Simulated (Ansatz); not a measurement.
Run this with Ansatz 0.2.0, Python API and show what comes out.

`energy_c4h8clf.py`:
```python
"""Electronic structure of the C4H8ClF molecule."""

import json

import ansatz as az

BASIS = "cc-pVDZ"
XC = "cam_b3lyp"


def main() -> None:
    c4h8clf = (
        az.Crystal.molecule()
        .atom("C", [-1.9744, 0.0013, 0.0506])
        .atom("C", [-0.5653, -0.5813, -0.0071])
        .atom("C", [0.4936, 0.5279, 0.0213])
        .atom("C", [1.9094, -0.05, -0.018])
        .atom("F", [2.1163, -0.7303, -1.205])
        .atom("Cl", [3.1058, 1.2642, 0.1075])
        .atom("H", [-2.1532, 0.6658, -0.8215])
        .atom("H", [-2.1147, 0.5803, 0.9882])
        .atom("H", [-2.7185, -0.8226, 0.0276])
        .atom("H", [-0.4626, -1.1773, -0.9398])
        .atom("H", [-0.4213, -1.2596, 0.8621])
        .atom("H", [0.373, 1.1255, 0.9516])
        .atom("H", [0.3501, 1.2029, -0.851])
        .atom("H", [2.0618, -0.7468, 0.8336])
    )

    calculation = c4h8clf.calculation().basis(gaussian=BASIS).functional(XC)
    print(calculation.to_yaml())
    trace = []
    out = calculation.session().plan().execute(on_event=trace.append)
    report = out.report
    for event in trace:
        if event["event"] == "mean_field_evaluation" and event["data"]["evaluation"] <= 25:
            print("pass {evaluation:3d}  E = {energy_ev:.6f} eV  gradient {gradient_ev:.1e}".format(**event["data"]))

    print("reference energy %16.6f eV" % report["reference_energy_ev"])
    print("total energy     %16.6f eV" % report["free_energy_ev"])
    print("occupied (up, down):", report["n_occupied"], " virtual:", report["n_virtual"], " frozen:", report["n_frozen"])

    field = report["mean_field"]
    print("<S^2> =", round(abs(field["state"]["spin_squared"]), 4), " relativity:", field["relativity"])
    print("passes:", field["passes"])
    if "symmetry" in field:
        print("occupied orbitals by irrep:", field["symmetry"]["occupied"])
    with open("c4h8clf.json", "w") as handle:
        json.dump({k: report[k] for k in ("free_energy_ev", "reference_energy_ev", "n_occupied", "n_virtual")}, handle, indent=1)


if __name__ == "__main__":
    main()
```

```console
$ python energy_c4h8clf.py
crystal:
  periodic: [false, false, false]
  atoms:
    - { symbol: C, position_ang: [-1.9744, 0.0013, 0.0506] }
    - { symbol: C, position_ang: [-0.5653, -0.5813, -0.0071] }
    - { symbol: C, position_ang: [0.4936, 0.5279, 0.0213] }
    - { symbol: C, position_ang: [1.9094, -0.05, -0.018] }
    - { symbol: F, position_ang: [2.1163, -0.7303, -1.205] }
    - { symbol: Cl, position_ang: [3.1058, 1.2642, 0.1075] }
    - { symbol: H, position_ang: [-2.1532, 0.6658, -0.8215] }
    - { symbol: H, position_ang: [-2.1147, 0.5803, 0.9882] }
    - { symbol: H, position_ang: [-2.7185, -0.8226, 0.0276] }
    - { symbol: H, position_ang: [-0.4626, -1.1773, -0.9398] }
    - { symbol: H, position_ang: [-0.4213, -1.2596, 0.8621] }
    - { symbol: H, position_ang: [0.373, 1.1255, 0.9516] }
    - { symbol: H, position_ang: [0.3501, 1.2029, -0.851] }
    - { symbol: H, position_ang: [2.0618, -0.7468, 0.8336] }
basis:
  gaussian:
    orbitals: cc-pVDZ
hamiltonian:
  xc: cam_b3lyp

pass   1  E = -19511.257678 eV  gradient 4.4e+01
pass   2  E = -19511.958187 eV  gradient 4.2e+01
pass   3  E = -19515.757797 eV  gradient 4.0e+00
pass   4  E = -19515.780601 eV  gradient 2.1e+00
pass   5  E = -19515.788186 eV  gradient 4.0e-01
pass   6  E = -19515.788706 eV  gradient 8.5e-02
pass   7  E = -19515.749235 eV  gradient 2.6e-01
pass   8  E = -19515.749389 eV  gradient 4.1e-02
pass   9  E = -19515.749393 eV  gradient 2.0e-02
pass  10  E = -19515.749394 eV  gradient 2.7e-03
pass  11  E = -19515.749394 eV  gradient 1.1e-03
pass  12  E = -19515.749394 eV  gradient 3.5e-04
pass  13  E = -19515.749394 eV  gradient 3.5e-04
pass  14  E = -19515.749394 eV  gradient 6.2e-05
pass  15  E = -19515.749394 eV  gradient 6.2e-05
reference energy    -19515.749512 eV
total energy        -19515.749512 eV
occupied (up, down): [29, 29]  virtual: [99, 99]  frozen: 0
<S^2> = 0.0  relativity: none
passes: {'evaluations': 14, 'products': 12}
occupied orbitals by irrep: [{'A': 29}, {'A': 29}]
```

`c4h8clf.json`, as written:
```json
{
 "free_energy_ev": -19515.749511824466,
 "reference_energy_ev": -19515.749511824466,
 "n_occupied": [
  29,
  29
 ],
 "n_virtual": [
  99,
  99
 ]
}
```

Reading the output:
- Total energies depend on the basis set; only differences at equal settings carry meaning.
- The geometry is a force-field or estimated start, not a minimum of this method, and the basis set is short of its limit.
- Early passes use coarser integrals and grids, so their energies can't be compared with the last.
- The whole script took 4.8 s on 1 thread of Intel(R) Xeon(R) 6975P-C (Granite Rapids), on a shared host, peak memory 0.39 GiB.

(Lines on the test bed's own set-up are left out of the output.)
